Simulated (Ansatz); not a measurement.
Two isomers of C3H8FN: A = `CNC(C)F`, B = `NCCCF`.

Isolated molecules relaxed with PBE0-D4/def2-TZVP in Ansatz; ΔE leaves out vibrations. CBS: MP2 limit from def2 TZ/QZ plus the TZ coupled-cluster correction, frozen cores. DFT in def2-TZVPP. B3LYP here is the variant with VWN-RPA as its local correlation; programs differ in this. One conformer a species, not always the lowest.

Task: Which is lower in electronic energy at CCSD(T)/CBS, and by how much? (An estimate is asked.)

Result: Computed: A, by 5.6 kcal/mol.

Task: Give E(B) − E(A) in kcal/mol with HF/def2-TZVPP, CCSD(T)/def2-TZVPP, ωB97M-V, B2PLYP, r2SCAN-D4, B3LYP-D4, B3LYP. (An estimate is asked.)

Result: The calculation gave: HF/def2-TZVPP 5.5, CCSD(T)/def2-TZVPP 5.9, ωB97M-V 6.7, B2PLYP 6.5, r2SCAN-D4 7.6, B3LYP-D4 7.0, B3LYP 6.7. None reverses the order clearly.

Largest T1 diagnostic: 0.010.
